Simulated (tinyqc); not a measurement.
Worked calculation: FCI on RHF in the sto-6g basis, frozen core, for OH-, spin multiplicity 1. The basis has no diffuse functions, so it cannot describe the extra electron: this is an exercise in the method, not the real anion. Computed by tinyqc, a small Python program that keeps every step (integrals from PySCF). Settings: charge = -1, multiplicity = 1, basis = sto-6g, method = RHF, frozen orbitals = 1, energy threshold = 1e-10, iteration cap = 79, orthogonalisation = symmetric, start = core, DIIS depth = 6, ci = FCI, davidson = 1. Command: `OMP_NUM_THREADS=1 python tinyqc.py 27609 27610 out.jsonl` (the two numbers bound the seeds that draw the settings). One thread of a shared host (Intel(R) Xeon(R) Processor @ 2.60GHz), about 0.1 s of CPU time with the checks. The early iterations of the SCF are left out here.

## One-electron integrals

Geometry (angstrom):

| atom | x | y | z |
|---|---|---|---|
| O | 0.000000 | 0.000000 | 0.000000 |
| H | 0.000000 | 0.000000 | 1.188000 |

Basis sto-6g: exponents (1/bohr^2) and contraction coefficients of normalised primitives:

| element | l (shell) | exponent | coefficient |
|---|---|---|---|
| O | s (1) | 1355.584234 | 0.009164 |
| O | s (1) | 248.544885 | 0.049361 |
| O | s (1) | 69.533902 | 0.168538 |
| O | s (1) | 23.886772 | 0.370563 |
| O | s (1) | 9.275933 | 0.416492 |
| O | s (1) | 3.820341 | 0.130334 |
| O | s (2) | 52.187762 | -0.013253 |
| O | s (2) | 10.329320 | -0.046992 |
| O | s (2) | 3.210345 | -0.033785 |
| O | s (2) | 1.235135 | 0.250242 |
| O | s (2) | 0.536420 | 0.595117 |
| O | s (2) | 0.245881 | 0.240706 |
| O | p (3) | 52.187762 | 0.003760 |
| O | p (3) | 10.329320 | 0.037679 |
| O | p (3) | 3.210345 | 0.173897 |
| O | p (3) | 1.235135 | 0.418036 |
| O | p (3) | 0.536420 | 0.425860 |
| O | p (3) | 0.245881 | 0.101708 |
| H | s (1) | 35.523221 | 0.009164 |
| H | s (1) | 6.513144 | 0.049361 |
| H | s (1) | 1.822143 | 0.168538 |
| H | s (1) | 0.625955 | 0.370563 |
| H | s (1) | 0.243077 | 0.416492 |
| H | s (1) | 0.100112 | 0.130334 |

Overlap, kinetic and nuclear-attraction integrals over the contracted functions; the nuclear repulsion is the sum of Za Zb / Rab.

nuclear repulsion = 3.56348290 hartree

overlap S, lower triangle:
```
           1O 1s     1O 2s    1O 2px    1O 2py    1O 2pz     2H 1s
1O 1s   1.000000
1O 2s   0.231145  1.000000
1O 2px  0.000000  0.000000  1.000000
1O 2py  0.000000  0.000000  0.000000  1.000000
1O 2pz  0.000000  0.000000  0.000000  0.000000  1.000000
2H 1s   0.032559  0.339438  0.000000  0.000000  0.306482  1.000000
```

kinetic energy T (hartree), lower triangle:
```
            1O 1s     1O 2s    1O 2px    1O 2py    1O 2pz     2H 1s
1O 1s   29.327197
1O 2s   -0.896024  0.842618
1O 2px   0.000000  0.000000  2.531309
1O 2py   0.000000  0.000000  0.000000  2.531309
1O 2pz   0.000000  0.000000  0.000000  0.000000  2.531309
2H 1s   -0.006490  0.043344  0.000000  0.000000  0.138791  0.768522
```

nuclear attraction V (hartree), lower triangle:
```
             1O 1s      1O 2s     1O 2px     1O 2py     1O 2pz      2H 1s
1O 1s   -61.703751
1O 2s    -6.254241  -9.444371
1O 2px    0.000000   0.000000  -9.419286
1O 2py    0.000000   0.000000   0.000000  -9.419286
1O 2pz   -0.010662  -0.124794   0.000000   0.000000  -9.493344
2H 1s    -1.007750  -2.392825   0.000000   0.000000  -1.927696  -4.751533
```

core Hamiltonian H = T + V (hartree), lower triangle:
```
             1O 1s      1O 2s     1O 2px     1O 2py     1O 2pz      2H 1s
1O 1s   -32.376553
1O 2s    -7.150266  -8.601753
1O 2px    0.000000   0.000000  -6.887977
1O 2py    0.000000   0.000000   0.000000  -6.887977
1O 2pz   -0.010662  -0.124794   0.000000   0.000000  -6.962036
2H 1s    -1.014240  -2.349481   0.000000   0.000000  -1.788905  -3.983011
```

## Two-electron integrals

Functions are numbered as in S; the eight-fold symmetry (ij|kl) = (ji|kl) = (kl|ij) leaves the list below.

Two-electron integrals (ij|kl) in chemists' order, unique and non-zero (hartree):
```
(11|11) 4.787491   (21|11) 0.675884   (21|21) 0.121505   (22|11) 1.117379
(22|21) 0.249212   (22|22) 0.817383   (31|31) 0.025762   (32|31) 0.039145
(32|32) 0.180664   (33|11) 1.117381   (33|21) 0.249212   (33|22) 0.817382
(33|33) 0.880663   (41|41) 0.025762   (42|41) 0.039145   (42|42) 0.180664
(43|43) 0.047461   (44|11) 1.117381   (44|21) 0.249212   (44|22) 0.817382
(44|33) 0.785741   (44|44) 0.880663   (51|51) 0.025762   (52|51) 0.039145
(52|52) 0.180664   (53|53) 0.047461   (54|54) 0.047461   (55|11) 1.117381
(55|21) 0.249212   (55|22) 0.817382   (55|33) 0.785741   (55|44) 0.785741
(55|55) 0.880663   (61|11) 0.101240   (61|21) 0.017459   (61|22) 0.035075
(61|33) 0.035001   (61|44) 0.035001   (61|51) 0.000857   (61|52) 0.001683
(61|55) 0.035223   (61|61) 0.002557   (62|11) 0.267131   (62|21) 0.060516
(62|22) 0.222453   (62|33) 0.218635   (62|44) 0.218635   (62|51) 0.004869
(62|52) 0.037215   (62|55) 0.230091   (62|61) 0.008760   (62|62) 0.078233
(63|31) 0.006440   (63|32) 0.037173   (63|53) 0.007529   (63|63) 0.010534
(64|41) 0.006440   (64|42) 0.037173   (64|54) 0.007529   (64|64) 0.010534
(65|11) 0.203042   (65|21) 0.046614   (65|22) 0.182646   (65|33) 0.174669
(65|44) 0.174669   (65|51) 0.009639   (65|52) 0.065363   (65|55) 0.198599
(65|61) 0.007026   (65|62) 0.078045   (65|65) 0.087385   (66|11) 0.438742
(66|21) 0.101226   (66|22) 0.427462   (66|33) 0.411440   (66|44) 0.411440
(66|51) 0.009639   (66|52) 0.103141   (66|55) 0.459506   (66|61) 0.014762
(66|62) 0.198957   (66|65) 0.225908   (66|66) 0.774999
```

## Orthogonalisation

S = U s U^T; symmetric (Loewdin) form X = U s^(-1/2) U^T, so that X^T S X = 1.

eigenvalues of S: 0.519044  0.844130  1.000000  1.000000  1.132825  1.504002

X, lower triangle:
```
            1O 1s      1O 2s    1O 2px    1O 2py     1O 2pz     2H 1s
1O 1s    1.021506
1O 2s   -0.125079   1.074418
1O 2px   0.000000   0.000000  1.000000
1O 2py   0.000000   0.000000  0.000000  1.000000
1O 2pz  -0.004818   0.047313  0.000000  0.000000   1.041794
2H 1s    0.016825  -0.200234  0.000000  0.000000  -0.177512  1.093683
```

## Iteration 7 (converged): orbitals

converged F (hartree), lower triangle:
```
             1O 1s      1O 2s    1O 2px    1O 2py     1O 2pz     2H 1s
1O 1s   -19.726640
1O 2s    -4.792626  -1.695163
1O 2px    0.000000   0.000000  0.199184
1O 2py    0.000000   0.000000  0.000000  0.199184
1O 2pz   -0.016649   0.000476  0.000000  0.000000   0.514155
2H 1s    -0.681905  -0.492891  0.000000  0.000000  -0.269369  0.038688
```

Diagonalise F' = X^T F X, C = X C', fill 5 alpha and 5 beta electrons from the bottom; D = 2 C_occ C_occ^T. Each column has its largest component positive (the first on a tie).

F' = X^T F X (hartree), lower triangle:
```
            1          2         3         4          5         6
1  -19.407202
2   -2.468639  -0.791369
3    0.000000   0.000000  0.199184
4    0.000000   0.000000  0.000000  0.199184
5   -0.040465   0.125866  0.000000  0.000000   0.664139
6   -0.077646  -0.340612  0.000000  0.000000  -0.446584  0.316728
```

orbital energies (hartree): MO1 -19.729770, MO2 -0.588996, MO3 0.072761, MO4 0.199184, MO5 0.199184, MO6 1.028301

coefficients C:
```
              MO1        MO2        MO3       MO4        MO5        MO6
1O 1s    0.996820  -0.236021   0.079369  0.000000   0.000000  -0.061395
1O 2s    0.013801   0.942598  -0.435006  0.000000   0.000000   0.366660
1O 2px   0.000000   0.000000   0.000000  0.041695   0.999130   0.000000
1O 2py   0.000000   0.000000   0.000000  0.999130  -0.041695   0.000000
1O 2pz   0.001622   0.011526   0.498270  0.000000   0.000000   0.933112
2H 1s   -0.002813   0.192379   0.748812  0.000000   0.000000  -0.818714
```

D after iteration 7, lower triangle:
```
            1O 1s      1O 2s    1O 2px    1O 2py    1O 2pz     2H 1s
1O 1s    2.111312
1O 2s   -0.486482   2.155824
1O 2px   0.000000   0.000000  2.000000
1O 2py   0.000000   0.000000  0.000000  2.000000
1O 2pz   0.076887  -0.411727  0.000000  0.000000  0.496818
2H 1s    0.022445  -0.288881  0.000000  0.000000  0.750647  1.195474
```

Within a degenerate level the vectors are fixed only up to a rotation; this is one choice.

## Convergence

Stop when the energy changes by less than 1e-10 hartree and every element of the error matrix X^T (F D S - S D F) X is below 3e-06.

Course of the cycle:

| iteration | E (hartree) | change | largest element of the error matrix |
|---|---|---|---|
| 1 | -73.66909719 | - | 5.88e-01 |
| 2 | -74.73871802 | -1.07e+00 | 1.96e-01 |
| 3 | -74.77639274 | -3.77e-02 | 5.21e-02 |
| 4 | -74.77859967 | -2.21e-03 | 4.13e-03 |
| 5 | -74.77860939 | -9.72e-06 | 3.20e-04 |
| 6 | -74.77860947 | -7.65e-08 | 6.90e-07 |
| 7 | -74.77860947 | -2.70e-13 | 1.79e-08 |

PySCF RHF in the same basis = -74.77860947 hartree

Converged in 7 iterations.

## Integrals over molecular orbitals

(pq|rs) = sum C_ip C_jq C_kr C_ls (ij|kl), one index at a time.

one-electron integrals over orbitals h = C^T H C (hartree), lower triangle:
```
            1          2          3          4          5          6
1  -32.363568
2    0.616245  -7.183575
3   -0.204140   0.709106  -5.171359
4    0.000000   0.000000   0.000000  -6.887977
5    0.000000   0.000000   0.000000   0.000000  -6.887977
6    0.162884  -0.805775  -1.526505   0.000000   0.000000  -5.730430
```

Two-electron integrals over orbitals (pq|rs), unique and non-zero (hartree); the lowest 1 orbital is frozen and left out:
```
(22|22) 0.738900    (32|22) -0.062597   (32|32) 0.126455    (33|22) 0.581322
(33|32) 0.015161    (33|33) 0.621903    (42|42) 0.157863    (43|42) -0.042950
(43|43) 0.031503    (44|22) 0.769816    (44|32) -0.099452   (44|33) 0.562352
(44|44) 0.880663    (52|52) 0.157863    (53|52) -0.042950   (53|53) 0.031503
(54|54) 0.047461    (55|22) 0.769816    (55|32) -0.099452   (55|33) 0.562352
(55|44) 0.785741    (55|55) 0.880663    (62|22) 0.085604    (62|32) 0.048179
(62|33) 0.001649    (62|44) 0.089102    (62|55) 0.089102    (62|62) 0.110231
(63|22) 0.149083    (63|32) -0.112232   (63|33) 0.000312    (63|44) 0.175978
(63|55) 0.175978    (63|62) 0.024223    (63|63) 0.182573    (64|42) 0.032395
(64|43) 0.013772    (64|64) 0.037835    (65|52) 0.032395    (65|53) 0.013772
(65|65) 0.037835    (66|22) 0.675642    (66|32) 0.007931    (66|33) 0.620986
(66|44) 0.668187    (66|55) 0.668187    (66|62) 0.080994    (66|63) 0.068350
(66|66) 0.710985
```

## FCI: determinants and Hamiltonian

one-electron integrals dressed by the frozen orbital, h + 2 (pq|11) - (p1|1q) (hartree), lower triangle:
```
           2          3          4          5          6
2  -5.127622
3   0.359345  -3.771731
4   0.000000   0.000000  -4.680468
5   0.000000   0.000000   0.000000  -4.680468
6  -0.492753  -0.926669   0.000000   0.000000  -3.869230
```

energy of the frozen orbital, 2 h_11 + (11|11) = -59.96393732 hartree

Hartree-Fock energy = -74.77860947 hartree

Slater-Condon rules over spin orbitals, with the nuclear repulsion and the energy of the frozen orbital added and E(HF) subtracted on the diagonal. Only determinants linked to the reference directly or through others are kept (one block of an abelian symmetry group), so some states are absent.

Occupation strings over the orbitals (2 doubly, a alpha, b beta, 0 empty; spin orbitals ordered 1a 1b 2a 2b ...): 222220 22a22b 2a222b 22b22a 2b222a 222202 222022 220222 2ab222 2ba222 202222

H - E(HF) between determinants (hartree), lower triangle:
```
           222220     22a22b     2a222b     22b22a     2b222a     222202     222022     220222
222220   0.000000
22a22b   0.000000   0.517127
2a222b   0.000000   0.016292   1.051885
22b22a   0.000000  -0.182573  -0.024223   0.517127
2b222a   0.000000  -0.024223  -0.110231   0.016292   1.051885
222202   0.037835  -0.013772  -0.032395   0.013772   0.032395   0.652802
222022   0.037835  -0.013772  -0.032395   0.013772   0.032395   0.047461   0.652802
220222   0.182573   0.068038   0.112232  -0.068038  -0.112232   0.031503   0.031503   1.125169
2ab222  -0.024223  -0.112232   0.080734   0.079344  -0.048179   0.042950   0.042950  -0.023522
2ba222   0.024223   0.079344  -0.048179  -0.112232   0.080734  -0.042950  -0.042950   0.023522
202222   0.110231  -0.048179  -0.004610   0.048179   0.004610   0.157863   0.157863   0.126455

           2ab222     2ba222    202222
2ab222   1.564691
2ba222  -0.126455   1.564691
202222   0.054236  -0.054236  2.202371
```

## FCI: roots

Diagonalise (each vector has its largest component positive (the first on a tie)); all determinants have Ms = 0, so triplets appear too. The lowest singlet root is the correlation energy.

lowest roots of this matrix, relative to E(HF) (hartree): -0.035686  0.333494  0.605341  0.639276  0.649567  0.939584  0.987717  1.322674

lowest vectors:
```
           root 1    root 2     root 3     root 4
222220   0.985806  0.000000   0.000000  -0.019015
22a22b   0.013892  0.706754   0.000000   0.545827
2a222b   0.009979  0.008103   0.000000   0.038731
22b22a  -0.013892  0.706754   0.000000  -0.545827
2b222a  -0.009979  0.008103   0.000000  -0.038731
222202  -0.037104  0.000000   0.707107   0.419350
222022  -0.037104  0.000000  -0.707107   0.419350
220222  -0.152165  0.000000   0.000000  -0.202787
2ab222   0.015492  0.020801   0.000000   0.057357
2ba222  -0.015492  0.020801   0.000000  -0.057357
202222  -0.034834  0.000000   0.000000  -0.037061
```

<S^2> of these roots: 0.000000  2.000000  0.000000  0.000000  0.000000  2.000000  0.000000  0.000000

weight of the ground state by excitation level 0, 1, 2, ...: 0.971814  0.000585  0.027601

## The lowest root by the Davidson method

Start from the reference; add the residual divided by (theta - H_ii), orthogonalised, at each step.

Davidson iterations:

| iteration | subspace | lowest Ritz value (hartree) | residual norm |
|---|---|---|---|
| 1 | 1 | 0 | 2.23e-01 |
| 2 | 2 | -0.03470997 | 3.17e-02 |
| 3 | 3 | -0.03567734 | 3.07e-03 |
| 4 | 4 | -0.03568516 | 8.73e-04 |
| 5 | 5 | -0.03568563 | 6.78e-05 |
| 6 | 6 | -0.03568564 | 9.54e-06 |
| 7 | 7 | -0.03568564 | 2.77e-16 |
